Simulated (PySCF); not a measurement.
# OF: bond curves at several levels of theory

The task here is to estimate one member of a computed series from the others.

The runs use PySCF 2.14.0; O aug-cc-pVDZ, F aug-cc-pVDZ, no relativity.

Set-up of the first run:

A driver script around PySCF takes these settings:

```json
{
 "atoms": "O, F",
 "charge": "0",
 "basis": "O aug-cc-pVDZ, F aug-cc-pVDZ",
 "Hamiltonian": "no relativity",
 "basis functions": "46",
 "electrons treated": "17",
 "masses in u": "15.9949, 18.9984",
 "levels": "PBE0, PBE, r²SCAN, BP86, TPSS, r²SCAN0, ωB97X, HF, MP2, SCS-MP2, CCSD, CCSD(T)",
 "grid": "80 radial by 434 angular points",
 "occupations": "held fixed by the projection of orbital angular momentum",
 "dissociation limit": "O + F, each in its ground configuration",
 "starting distance in angstrom": "1.215",
 "values of 2S to try": "1, 3"
}
```

Command:

```
$ OMP_NUM_THREADS=1 python dia.py task.json out
```

Steps of the session up to this table: The job; First curve: PBE0; Excited determinants; PBE (GGA); r²SCAN (meta-GGA); BP86 (GGA); TPSS (meta-GGA); r²SCAN0; ωB97X (range-separated hybrid); UHF; Adding correlation.

One of the session's tables, all rows but one given; the rest of the session is left out.

| level | Re (Å) | ωe (cm⁻¹) | De (eV) |
| --- | --- | --- | --- |
| UHF-CCSD | ? | ? | ? |
| UHF-CCSD(T) | 1.376 | 1012 | 1.82 |
| PBE | 1.363 | 1077 | 3.07 |
| BP86 | 1.367 | 1072 | 3.05 |
| TPSS | 1.371 | 1063 | 2.66 |
| r²SCAN | 1.354 | 1101 | 2.48 |
| PBE0 | 1.334 | 1151 | 2.28 |
| r²SCAN0 | 1.332 | 1159 | 1.88 |
| ωB97X | 1.333 | 1163 | 2.33 |

Estimate the missing values for UHF-CCSD.

The run gave: Re (Å): 1.367; ωe (cm⁻¹): 1038; De (eV): 1.61.

De is counted to O + F in their ground configurations. No constants: UHF (no minimum is bracketed among the points kept).
